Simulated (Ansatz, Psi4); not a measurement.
Worked example: the enthalpy of formation of HNO2 (nitrous acid)

The species is HNO2 (4 atoms), meant as a singlet with charge 0. As SMILES, `O=NO`. The shape is that of a PBE0-D4/def2-TZVP optimisation.

Total energies at revPBE/def2-TZVP (Psi4 1.11); the atoms run unrestricted:

```tsv
species	state	energy (Eh)
HNO2	singlet	-205.751429
O	triplet	-75.071193
N	quartet	-54.587718
H	doublet	-0.504123
```

Harmonic wavenumbers at B2PLYP/cc-pVTZ, in cm⁻¹: 592, 601, 819, 1295, 1731, 3775.

Measured heats of formation of the gaseous atoms at 298.15 K, in kJ/mol: O 249.2, N 472.4, H 218.0. Spin-orbit lowering of the atoms at 298 K (mean of the ground term's levels less their thermal mean, from spectra), in kJ/mol: O 0.40. Take 1 Eh = 2625.50 kJ/mol, 1 cm⁻¹ = 0.0119627 kJ/mol, RT = 2.479 kJ/mol.

Work out the heat of formation of the gas at 298 K.


1. Electronic atomisation energy: 2 × (-75.071193) + (-54.587718) + (-0.504123) − (-205.751429) = 0.517202 Eh = 1357.9 kJ/mol.
2. Zero-point energy: half the sum of the wavenumbers, 4406.5 cm⁻¹ = 52.7 kJ/mol.
3. Thermal vibrational enthalpy, Σ hcν̃/(exp(hcν̃/kT) − 1): 1.1 kJ/mol. Translation, rotation and pV of a non-linear molecule: 4 RT = 9.9 kJ/mol.
4. The 4 free atoms carry 5/2 RT each: 24.8 kJ/mol.
5. Spin-orbit coupling lowers the free atoms by 2 × 0.40 = 0.8 kJ/mol.
6. Atomisation enthalpy at 298 K: 1357.9 − 0.8 − 52.7 − 1.1 − 9.9 + 24.8 = 1318.2 kJ/mol.
7. Sum of the atoms' heats of formation: 1188.8 kJ/mol. Heat of formation: 1188.8 − 1318.2 = -129.4 kJ/mol.

The tabulated value is -78.7 kJ/mol (Active Thermochemical Tables), so this level is off by -50.7 kJ/mol, or 4.0 % of the atomisation enthalpy that the table implies (1267.6 kJ/mol). Gradient-corrected functionals often overbind somewhat. Anharmonicity and any spin-orbit splitting of the molecule are left out.
